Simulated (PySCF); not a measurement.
## How methods differ on the ionisation energy of Al

Al [Ne] 3s2 3p1 (2P) → Al+ [Ne] 3s2 (1S), as a difference of total energies. Computed with PySCF 2.14 in aug-cc-pVTZ-DK, with scalar relativity by spin-free X2C-1e. Correlated levels: valence: [Ne] frozen. The calculations carry no spin-orbit coupling.

| method | ionisation energy (eV) |
| --- | --- |
| UHF | 5.589 |
| MP2 (valence) | 5.815 |
| SCS-MP2 (valence) | 5.799 |
| CCSD (valence) | 5.905 |
| CCSD(T) (valence) | 5.937 |
| CCSDT (valence) | 5.950 |

Question: How much does correlation contribute at CCSD(T) (valence)?

Answer: 5.937 − (5.589) = 0.348 eV, measured against UHF.

A first-order spin-orbit estimate (lowest level to lowest level, LS coupling) adds 0.008 eV.

Errors of the correlated levels include the incompleteness of this basis and the frozen core.

For comparison: 5.986 eV (measured; NIST Atomic Spectra Database, ionization energies).
